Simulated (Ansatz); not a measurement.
```xyz
8

F     0.6864    1.4772    0.6382
C     0.6071    0.1232    0.4652
C    -0.5501   -0.2342   -0.4319
F    -0.4099    0.3463   -1.6456
F    -1.7165    0.1994    0.0984
H     0.4644   -0.3557    1.4386
H     1.5350   -0.2358    0.0098
H    -0.6163   -1.3202   -0.5729
```

Charge 0, multiplicity 1.

Question: List the PBE0/def2-TZVPP orbital energies in eV (Ansatz). (Estimate.)

Answer: The calculation gave: Occupied: -674.52, -674.52, -674.15, -282.85, -280.84, -35.43, -33.99, -33.76, -22.04, -18.62, -16.16, -15.94, -15.43, -14.21, -14.17, -12.55, -12.26, -11.74, -11.28, -10.39, -9.70. Lowest empty: 1.20, 1.69, 2.51, 2.61, 2.95, 4.29, 4.91, 6.57.
